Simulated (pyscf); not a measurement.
H₃C–CH₃ (SMILES CC) + •H₂C–Br (SMILES [CH2]Br) → H₃C–CH₂–Br (SMILES CCBr) + CH₃• (SMILES [CH3]) (substitution at C; doublet surface; C–C broken, C–C formed). Single points on ωB97X-D3(BJ)/def2-SVP structures (PySCF, gas phase). Energies in kcal/mol from the separated reactants.

| level | barrier | reaction energy |
|---|---|---|
| ωB97X-D3(BJ)/def2-TZVP | 50.4 | +1.2 |
| PBE/def2-TZVP | 42.8 | +3.1 |
| r²SCAN/def2-TZVP | ___ | ___ |
| B3LYP-D3(BJ)/def2-TZVP | 46.6 | +1.2 |
| PBE0-D3(BJ)/def2-TZVP | 46.7 | +1.5 |
| M06-2X/def2-TZVP | ___ | +0.5 |

Question: Some entries are withheld; supply them.

Answer: 
- r²SCAN/def2-TZVP, barrier: 45.3
- r²SCAN/def2-TZVP, reaction energy: +1.0
- M06-2X/def2-TZVP, barrier: 47.6

The functionals in the table span 7.6 kcal/mol in this barrier, from PBE to ωB97X-D3(BJ)/def2-TZVP. This is the saddle that the search found; another between the same sides may lie lower. The angle at the attacked C is 179°. Elements up to Kr have no core potential and no relativistic terms here.
